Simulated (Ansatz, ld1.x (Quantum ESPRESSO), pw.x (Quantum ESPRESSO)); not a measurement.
Equation-of-state test of one RRKJ potential (Tc)

* Element: technetium
* Generator: ld1.x (Quantum ESPRESSO) 7.5
* Type: norm-conserving RRKJ (Kleinman–Bylander form)
* Functional: PBEsol
* Relativity: scalar-relativistic
* Frozen core: [Kr]
* Valence charge: 7
* Reference configuration: 4d5 5s2 5p0
* Partial waves: 5p (bound, empty): rc 2.50 bohr; 4d (bound): rc 1.65 bohr; 5s (bound): rc 2.20 bohr
* Local potential: the s channel
* Core correction: a·sin(br)/r model core inside 1.30 bohr

Atomic tests: cutoffs needed: 40 Ry and 50 Ry (the cutoffs (Ry, on a coarse ladder) from which the occupation-weighted sum of valence levels, in a spherical-Bessel basis at the reference potential, stays within 10 and 1 mRy of its value at 400 Ry); ghost test: no extra level below or beside the all-electron valence levels (p, d, s, f tested) (spherical-Bessel basis up to 400 Ry, 20 bohr box); largest excitation error: -1035 meV (all-electron minus pseudo) for 4d3 5s0 5p0, out of 7 test configurations.

Crystal test: bcc Tc in pw.x 7.5, no spin, 15³ k-points, Fermi–Dirac smearing 0.01 Ry, cutoffs 60/240 Ry. The reference is all-electron LAPW (Ansatz 0.2.0) with the same functional, mesh and smearing; V0 and B0 come from Birch–Murnaghan fits to the pressures at five volumes. Errors are pseudo minus all-electron; Δ is the rms difference of the E(V) curves that follow from these fits, minima aligned, over ±6 % about the mean V0. Mesh and smearing are coarse, so the numbers serve the comparison and aren't converged zero-temperature values; the lattice is a test structure that the element need not adopt.

All-electron: a0 = 3.051 Å (V0 = 14.20 Å³/atom), B0 = 316.6 GPa.

Problem. How far does the potential miss the all-electron equation of state?

Solution. mean pressure error (GPa): +21.70. The pressure does not cross zero within the volumes sampled, so no fit is given. This is a poor potential for the solid.

| V (Å³/atom) | P all-electron (GPa) | P pseudo (GPa) |
| --- | --- | --- |
| 13.494 | 18.26 | 44.71 |
| 13.849 | 8.52 | 32.30 |
| 14.204 | 0.02 | 21.45 |
| 14.559 | -7.38 | 11.96 |
| 14.914 | -13.82 | 3.67 |

Problem. At the middle volume, how do free energy and pressure move when the wave cutoff is lowered (ecutrho kept at four times it)?

Solution.

```
cutoff (Ry)  shift of F (meV/atom)  shift of P (GPa)
         27                +3771.3           -160.29
         36                 +390.5            -29.08
         48                   +5.2             -0.79
```

The run at the middle volume (120 k-points, 7 iterations) took about 8.9 s on one core of a shared host (Neoverse-V1, 32 threads, 247 GiB, load 18).
